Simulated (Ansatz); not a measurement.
Ansatz (a first-principles code) input:

Ansatz 0.2 input:
```yaml
crystal:
  periodic: [false, false, false]
  atoms:
    - {symbol: C, position_ang: [1.10142612, 0.11915996, -0.00296589]}
    - {symbol: C, position_ang: [-0.40587853, 0.27552435, 0.01562932]}
    - {symbol: S, position_ang: [-1.19734738, -1.38494117, 0.00148061]}
    - {symbol: H, position_ang: [-2.45122806, -0.93761528, 0.00800792]}
    - {symbol: H, position_ang: [-0.73724872, 0.78908309, 0.91819117]}
    - {symbol: H, position_ang: [-0.75672598, 0.81300511, -0.86526344]}
    - {symbol: H, position_ang: [1.57611837, 1.09809372, 0.00235963]}
    - {symbol: H, position_ang: [1.43562827, -0.43744800, 0.86971393]}
    - {symbol: H, position_ang: [1.41565158, -0.41812312, -0.89497195]}
basis:
  gaussian:
    orbitals: def2-TZVP
hamiltonian:
  xc: b3lyp
  dispersion: d3bj
relax: {f_tol: 0.002, max_steps: 150}
```

Task: Predict the final energy.

Result: -478.08965 Eh (B3LYP-D3(BJ)/def2-TZVP). The basis has 135 functions. The run takes around 30 core-seconds (rough).
